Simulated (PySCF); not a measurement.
# How the method changes the constants of MgC⁻

State: ⁴Σ⁻ (quartet), unpaired electrons σ ↑, π ↑↑. Set-up: PySCF, no relativity, basis sets Mg def2-SVPD, C def2-SVPD. De refers to Mg + C⁻ in their high-spin ground configurations, without counterpoise correction. The functionals are run spin-unrestricted. A positive dipole points towards C; it is taken about the centre of mass and depends on that origin.

```csv
Level,Re (Å),ωe (cm⁻¹),De (eV),μ (D)
UHF,2.240,408,n/a,2.13
UHF-MP2,2.241,412,n/a,n/a
UHF-SCS-MP2,2.243,411,n/a,n/a
UHF-CCSD,2.236,414,n/a,n/a
UHF-CCSD(T),2.234,416,n/a,n/a
PBE,2.203,428,n/a,0.48
r²SCAN,2.204,435,n/a,1.01
M06-L,2.195,435,n/a,0.91
r²SCANh,2.205,433,n/a,1.08
PBE0,2.208,425,n/a,0.88
M06,2.199,428,n/a,0.74
```

**Question.** What does the step from GGA to meta-GGA do here, going from PBE to r²SCAN?

**Answer.** r²SCAN less PBE: +0.1 pm in Re, +1.6 % in ωe. 

**Question.** What does second-order correlation do here, going from UHF to UHF-MP2?

**Answer.** UHF-MP2 less UHF: +0.1 pm in Re, +1.0 % in ωe. Correlation nearly always deepens the well. The bond length hardly moves.

Correlated steps freeze 2 core orbitals. The highest Kohn–Sham level is positive in this anion. Much of that is self-interaction error, but it also means that the finite basis helps to hold the extra electron. The state is the lowest determinant that a PBE0 search found; another state may lie lower at other levels.
